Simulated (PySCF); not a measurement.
**LiMg⁺: frontier orbitals**

PW91 at R = 2.884 Å; PySCF, no relativity, basis sets Li pcseg-2, Mg pcseg-2. State: ¹Σ⁺ (singlet), closed shell. Only the outer orbitals are listed, counted within each symmetry.

| orbital | occ. | ε (eV) | on Li (%) | main shells (%) |
| --- | --- | --- | --- | --- |
| 3σ | 2 | -58.03 | 100 | 100 Li s |
| 1π | 2 | -52.16 | 0 | 100 Mg p |
| 1π | 2 | -52.16 | 0 | 100 Mg p |
| 4σ | 2 | -52.14 | 0 | 100 Mg p |
| 5σ | 2 | -9.91 | 15 | 82 Mg s, 10 Li s |
| 6σ | 0 | -7.00 | 48 | 48 Li s, 37 Mg p, 15 Mg s |
| 2π | 0 | -6.01 | 32 | 68 Mg p, 31 Li p |
| 2π | 0 | -6.01 | 32 | 68 Mg p, 31 Li p |

Problem. Which are the highest filled and the lowest empty level, where do they sit, and how wide is the gap?

Solution. Highest filled 5σ at -9.91 eV (in %: 82 Mg s, 10 Li s); lowest empty 6σ at -7.00 eV (in %: 48 Li s, 37 Mg p, 15 Mg s); the gap at PW91 is 2.91 eV.

```
bond order (Mayer)                                                                                                 : 0.52
⟨S²⟩                                                                                                               : 0.000
charge on Li (Mulliken, basis-dependent)                                                                           : 0.70
charge on Li (Löwdin, basis-dependent)                                                                             : 0.37
dipole moment (positive dipole points towards Mg; it is taken about the centre of mass and depends on that origin) : -5.17 D
```

Closed-shell solutions of metal pairs were not tested for spin polarisation, which can lower them a little.
